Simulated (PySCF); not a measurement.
C4H6S.
Atom-mapped SMILES: `[CH:1]#[C:2][S:3][CH2:4][CH3:5]` (hydrogens: H6 on C1; H7, H8 on C4; H9, H10, H11 on C5)

Structure used (PBE0-D3(BJ)/def2-SVP), in Å, numbered top down from 1:
```xyz
11
C4H6S angstrom
C      2.6468    0.0716    0.4096
C      1.7024   -0.3808   -0.2095
S      0.4419   -1.0230   -1.1236
C     -0.9873   -0.6900   -0.0318
C     -1.2622    0.7812    0.1906
H      3.4841    0.4676    0.9533
H     -1.8191   -1.1871   -0.5556
H     -0.8224   -1.2284    0.9134
H     -1.4628    1.2960   -0.7604
H     -2.1367    0.9099    0.8479
H     -0.4016    1.2712    0.6701
```

Theory: TDDFT wB97X-D/def2-SVPD, vertical, gas phase, core orbitals frozen in the response in PySCF 2.14.0, density-fitted response routines.

Orbital energies (eV): HOMO-3 -11.87, HOMO-2 -11.29, HOMO-1 -9.84, HOMO -8.33, LUMO 1.52, LUMO+1 2.24, LUMO+2 2.58.

Computed singlets:

```json
{"state": "S1", "E (eV)": "4.71", "f": "0.0003"}
{"state": "S2", "E (eV)": "6.04", "f": "0.013"}
{"state": "S3", "E (eV)": "6.37", "f": "0.0037"}
{"state": "S4", "E (eV)": "6.54", "f": "0.0004"}
{"state": "S5", "E (eV)": "6.98", "f": "0.0015"}
{"state": "S6", "E (eV)": "7.07", "f": "0.015"}
```

Task: Assign a leading configuration to S1, S3 and S6 and set E beside the orbital difference Δε.

Result: 

| state | leading configuration | weight | Δε (eV) | E (eV) | E − Δε (eV) | f | other configurations |
| --- | --- | --- | --- | --- | --- | --- | --- |
| S1 | HOMO→LUMO | 0.90 | 9.85 | 4.71 | -5.14 | 0.0003 | – |
| S3 | HOMO→LUMO+1 | 0.62 | 10.57 | 6.37 | -4.20 | 0.0037 | H→L+2 (9%) |
| S6 | HOMO→LUMO+2 | 0.60 | 10.91 | 7.07 | -3.83 | 0.015 | H→L+3 (26%) |

E − Δε runs from -5.14 to -3.83 eV. Among themselves, these states come in the order of their orbital differences.

H and L stand for HOMO and LUMO. The other states: S2 6.04 eV, f 0.013, H-1→L (33%), H→L+3 (24%), H→L+2 (12%); S4 6.54 eV, f 0.0004, H→L+4 (33%), H→L+6 (12%), H-2→L (12%); S5 6.98 eV, f 0.0015, H-1→L+3 (38%), H-1→L+2 (20%), H-1→L+5 (12%).

Summed over the main configurations (up to three a state, each over 8%) of all 6 singlets, the electron leaves HOMO with weight 3.28, HOMO-1 with weight 1.03 and HOMO-2 with weight 0.12.

The run took 14 s wall on an Arm Neoverse V2 with one thread, shared host with 96 logical CPUs at a one-minute load of 58, and the process peaked at 0.70 GiB of memory.

One conformer stands for the species.
